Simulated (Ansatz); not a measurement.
Program: Ansatz 0.2.0.

Basis-set series for C$_{2}$H$_{2}$F, SMILES `C=[C]F` radical. The species carries charge 0 and has multiplicity 2. Geometry: relaxed with PBE0-D4/def2-TZVP.

| functional | basis | functions | energy (Eh) | HOMO (eV) | LUMO (eV) |
| --- | --- | --- | --- | --- | --- |
| PBE0-D4 | def2-TZVPP | 121 | -177.02457 | -7.79 | -2.35 |
| PBE0-D4 | def2-QZVPP | 231 | -177.03397 | -7.81 | -2.39 |
| ωB97M-V | def2-TZVPP | 121 | -177.15155 | -9.87 | -0.50 |
| ωB97M-V | def2-QZVPP | 231 | -177.16047 | -9.90 | -0.60 |

Task: Give the rows for def2-SVP. (Best estimate.)

Result: The calculation gave: 
```json
{"functional": "PBE0-D4", "basis": "def2-SVP", "functions": "52", "energy (Eh)": "-176.81550", "HOMO (eV)": "-7.66", "LUMO (eV)": "-2.16"}
{"functional": "ωB97M-V", "basis": "def2-SVP", "functions": "52", "energy (Eh)": "-176.93558", "HOMO (eV)": "-9.71", "LUMO (eV)": "-0.16"}
```

HOMO and LUMO are taken over both spins.
